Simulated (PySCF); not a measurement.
**A basis-limit estimate, worked out**

An elementary step of SiNH$_{7}$O, closed shell (SiNH₅ ([NH2][SiH3]) + H₂O → SiH₄O ([OH][SiH3]) + NH₃; bonds formed: Si1–O7, N2–H6; bonds broken: Si1–N2, H6–O7). “Start” is the structure reached by relaxing down from the saddle towards the reactants; PBE0-D4/def2-TZVP structures. The saddle:

```tsv
atom	x (Å)	y (Å)	z (Å)
Si1	-0.7704	0.0544	-0.3830
N2	0.4600	-0.7187	0.8112
H3	-1.7721	-1.0869	-0.3071
H4	-1.5917	1.1499	0.1841
H5	-0.4596	-0.0321	-1.8388
H6	1.0988	0.2522	0.4602
O7	0.8195	1.2957	-0.2187
H8	0.1483	-0.7419	1.7749
H9	0.7741	-1.6449	0.5506
H10	1.2931	1.4722	-1.0333
```

Program: PySCF 2.14 with density fitting (its default auxiliary sets; JK sets also for MP2 and CCSD(T)). Basis: def2-TZVPP and def2-QZVPP. Cores are frozen in the correlated methods.

Energies in eV:

| quantity | saddle | start |
| --- | --- | --- |
| Hartree–Fock, triple zeta (X = 3) | -11492.82023 | -11494.53179 |
| Hartree–Fock, quadruple zeta (X = 4) | -11493.24806 | -11494.97605 |
| MP2 correlation, X = 3 | -17.39835 | -16.78402 |
| MP2 correlation, X = 4 | -18.65109 | -18.02606 |
| CCSD(T) correlation, X = 3 | -18.93244 | -18.38079 |

Q: Work out the barrier at the basis limit: extrapolate Hartree–Fock as E(X) = E∞ + A exp(−7.88 √X) and the MP2 correlation as E(X) = E∞ + B X^−2.97 (the exponents that Neese and Valeev fitted for def2-TZVPP and QZVPP), then add CCSD(T) − MP2 in triple zeta.

A: Each step is linear, so take the differences first (saddle − start): Hartree–Fock 1.71156 (X = 3) and 1.72799 (X = 4); MP2 correlation -0.61433 and -0.62503; CCSD(T) correlation -0.55165.
Two points give E∞ = E(4) + w [E(4) − E(3)], with w = 1/(exp(7.88 (2 − √3)) − 1) = 0.1377 for Hartree–Fock and w = 1/((4/3)^2.97 − 1) = 0.7407 for the correlation.
Hartree–Fock: 1.72799 + 0.1377 × 0.01643 = 1.7303 eV.
MP2 correlation: -0.62503 + 0.7407 × (-0.01070) = -0.6330 eV.
CCSD(T) − MP2: -0.55165 − (-0.61433) = 0.0627 eV.
Sum: 1.7303 + (-0.6330) + 0.0627 = 1.1600 eV, or 26.75 kcal/mol. Plain CCSD(T) in triple zeta gives 1.1599 eV, so the larger basis shifts the result by 0.0001 eV.

T1 diagnostic: at most 0.011.

The step is the kind of ligand exchange by which a precursor binds to a hydroxyl group, or is hydrolysed, in atomic layer deposition of oxides.

Labels in which every atom is bracketed show which atoms are joined, not bond orders.

For scale, one of the runs: CCSD(T)/def2-TZVPP, 202 basis functions, launched by `OMP_NUM_THREADS=4 python run.py`. The run took 6.2 min on 4 CPU threads of an Arm Neoverse V1 (shared host), with 2.5 GiB of host memory at its peak.
